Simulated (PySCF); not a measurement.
**Vertical excitation energies**

c-crotononitrile, C₄H₅N.
Structure used (GFN2-xTB), in Å, numbered top down from 1:
```
atom  x, y, z in Å
C1    -1.2017   -0.4026    0.2642
C2    -0.1871    0.6760    0.3879
C3     1.0493    0.6188   -0.1089
C4     1.5448   -0.4915   -0.8200
N5     1.9644   -1.3865   -1.4026
H6    -1.5153   -0.7313    1.2552
H7    -0.8082   -1.2532   -0.2869
H8    -2.0879   -0.0235   -0.2455
H9    -0.4991    1.5632    0.9240
H10    1.7496    1.4352    0.0100
```

Theory: TDDFT B3LYP/def2-SVPD, vertical, gas phase, core orbitals frozen in the response in PySCF 2.14.0, density-fitted response routines.

Problem. Predict the UV-vis stick spectrum at this level.

Solution. 

```json
{"state": "S1", "E (eV)": "6.17", "E (hartree)": "0.2269", "f": "0.358", "symmetry": "A′", "main configurations (H = HOMO, L = LUMO)": "H→L (91%)"}
{"state": "S2", "E (eV)": "6.34", "E (hartree)": "0.2330", "f": "0.0001", "symmetry": "–", "main configurations (H = HOMO, L = LUMO)": "H-1→L (96%)"}
{"state": "S3", "E (eV)": "6.69", "E (hartree)": "0.2458", "f": "0.0021", "symmetry": "A″", "main configurations (H = HOMO, L = LUMO)": "H→L+1 (87%)"}
{"state": "S4", "E (eV)": "7.28", "E (hartree)": "0.2675", "f": "0.0089", "symmetry": "A″", "main configurations (H = HOMO, L = LUMO)": "H-2→L (96%)"}
{"state": "S5", "E (eV)": "7.45", "E (hartree)": "0.2737", "f": "0.0000", "symmetry": "–", "main configurations (H = HOMO, L = LUMO)": "H→L+2 (77%), H→L+1 (10%)"}
{"state": "S6", "E (eV)": "7.93", "E (hartree)": "0.2916", "f": "0.0009", "symmetry": "–", "main configurations (H = HOMO, L = LUMO)": "H-4→L (91%)"}
{"state": "S7", "E (eV)": "7.94", "E (hartree)": "0.2918", "f": "0.106", "symmetry": "A′", "main configurations (H = HOMO, L = LUMO)": "H-3→L (80%)"}
{"state": "S8", "E (eV)": "8.01", "E (hartree)": "0.2942", "f": "0.012", "symmetry": "A″", "main configurations (H = HOMO, L = LUMO)": "H→L+3 (81%), H→L+2 (12%)"}
```

Triplets (Tamm–Dancoff): T1 3.76 eV, H→L (97%); T2 5.96 eV, H-1→L (82%), H→L+1 (8%); T3 6.41 eV, H-3→L (62%), H-1→L+1 (9%).

The lowest singlet lies at 6.17 eV (201 nm, ultraviolet) and is strong; its leading configuration is HOMO→LUMO (91%). The lowest level is also the most intense of those listed (f = 0.358). S6/S7 lie within about 0.01 eV of each other. Löwdin shares by element: HOMO carbon 65% or more, nitrogen 20%; LUMO carbon 68% or more, nitrogen 16% (atoms not listed hold the other 16%). Weighted by f, the mean energy of these states is 6.63 eV. Orbital energies (eV): HOMO-3 -10.45, HOMO-2 -9.98, HOMO-1 -9.38, HOMO -7.79, LUMO -1.60, LUMO+1 0.12, LUMO+2 0.75. Of the 8 states listed, 3 reach f = 0.01 and 2 stay under 0.0005. Symmetry labels in Cs follow from the direction of the transition dipole and are given only for states with f of 0.002 or more. Singlets were solved by full linear response, triplets in the Tamm–Dancoff approximation.
